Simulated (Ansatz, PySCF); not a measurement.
CH3NO, SMILES NC=O. Atoms are numbered in the order given.

```xyz
6

N      0.1575    -1.0812     0.0000
C     -0.3856     0.1617     0.0000
O      0.2453     1.1934     0.0000
H      1.1596    -1.1828     0.0000
H     -0.4200    -1.9030     0.0000
H     -1.4910     0.1369     0.0000
```

The structure is a stationary point at B3LYP-D3(BJ)/def2-TZVP. Other conformers were not sampled.

Vertical ionisation energy (IE) and electron affinity (EA) in eV. Rows of orbital energies are one-electron estimates. Where ΔSCF, EOM or ADC give a negative EA the extra electron is unbound and the value depends on the basis.

```
level                                                                    IE     EA
--------------------------------------------------------------------  -----  -----
−ε(HOMO), −ε(LUMO), M06-2X/def2-TZVPD (PySCF)                          9.38  -0.27
−ε(HOMO), −ε(LUMO), PBE/def2-TZVPD (PySCF)                             6.04   0.78
ΔSCF, PBE0/def2-TZVPD (Ansatz), final states of multiplicity 2 and 2  10.21  -1.16
ΔSCF, PBE/def2-TZVPD (Ansatz), final states of multiplicity 2 and 2   10.24  -1.07
```

**Question.** What vertical singlet–triplet gap does ΔSCF give with PBE0/def2-TZVPD (Ansatz, an electronic-structure program) and with PBE/def2-TZVPD (Ansatz)? (An estimate is asked for; the answer gives what the named calculation found.)

**Answer.** 5.06 and 5.20 eV (triplet above singlet where positive).
